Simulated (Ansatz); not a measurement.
# CHBSi (triplet): wave-function methods side by side, cc-pVDZ

The task here is to estimate one member of a computed series from the others.

The runs use Ansatz 0.2.0, Gaussian basis; cc-pVDZ, core rule «outside noble gas», up to 7 orbitals frozen.

The runs, in order: UHF; CCSD(T) on ROHF; CCSD(T) on UHF; BCCD(T) on ROHF; CISD as a restricted active space (open shells left free, so some higher excitations enter); CCSDT(Q) on ROHF; CCSDT(Q) on UHF; CASSCF and MRCISD+Q, 10 electrons in 10 orbitals; CASSCF and NEVPT2, 10 electrons in 10 orbitals.

13 further runs of the same task are left out: 4 that didn't finish, 9 set aside as unsound or not needed. Runs told in other sessions of the task aren't counted.

### The system

The geometry is a PBE0/def2-TZVP stationary point (not a proven minimum) of the parent state, kept for this charge and spin.

4 atoms, charge 0, spin multiplicity 3.

Atoms are counted from 1 here; the program's logs count them from 0.

Bond lengths: B1–C2 1.363 Å, B1–H4 1.175 Å, C2–Si3 1.675 Å. Angles: C2–B1–H4 180.0°, B1–C2–Si3 180.0°.

Coordinates:

```xyz
4
charge 0, multiplicity 3
B     0.0000    0.0000    0.8065
C     0.0000    0.0000   -0.5561
Si    0.0000    0.0000   -2.2314
H     0.0000    0.0000    1.9810
```

The first run:

in.yaml

```yaml
crystal:
  periodic: [false, false, false]
  atoms:
    - {symbol: B, position_ang: [0.000000, 0.000000, 0.806500]}
    - {symbol: C, position_ang: [0.000000, 0.000000, -0.556100]}
    - {symbol: Si, position_ang: [0.000000, 0.000000, -2.231400]}
    - {symbol: H, position_ang: [0.000000, 0.000000, 1.981000]}
basis:
  gaussian: {orbitals: cc-pVDZ}
magnetization: {spin_polarized: true, initial_magnetization: 2}
hamiltonian: {xc: hf}
output: {orbitals: {seedname: orbitals}}
```

Command:

```console
$ ansatz run in.yaml --threads 1 --pin off --events-out ev --progress --plain --max-ram 2393MiB
```

Among the steps run: UHF; CCSD(T) on ROHF; CCSD(T) on UHF; BCCD(T) on ROHF; CISD as a restricted active space (open shells left free, so some higher excitations enter); CCSDT(Q) on ROHF; CCSDT(Q) on UHF; CASSCF and MRCISD+Q, 10 electrons in 10 orbitals; CASSCF and NEVPT2, 10 electrons in 10 orbitals.

One table of the session follows, with a row left open; its other results are not shown here.

| method | from RCCSDT(Q) (kcal/mol) |
| --- | --- |
| ROHF | ? |
| UHF | +178.10 |
| RMP2 | +34.13 |
| UMP2 | +34.63 |
| CISD | +27.11 |
| RCCSD | +10.78 |
| UCCSD | +10.69 |
| RCCSD(T) | +3.76 |
| UCCSD(T) | +3.78 |
| BCCD(T) | +3.76 |
| RCCSDT | +1.52 |
| UCCSDT | +1.60 |
| RCCSDT(Q) | 0 |
| UCCSDT(Q) | +0.13 |
| CASSCF frontier | +134.29 |
| NEVPT2 frontier | +26.02 |
| MRCISD frontier | +12.41 |
| MRCISD+Q frontier | +0.51 |

Estimate the missing values for ROHF.

As computed: from RCCSDT(Q) (kcal/mol): +181.94. In the column «from RCCSDT(Q) (kcal/mol)» it is the highest.

To keep in mind: Restricted and unrestricted rows rest on different reference determinants; a gap between their highest levels can come from leftover correlation error, from unlike frozen cores or from another state.
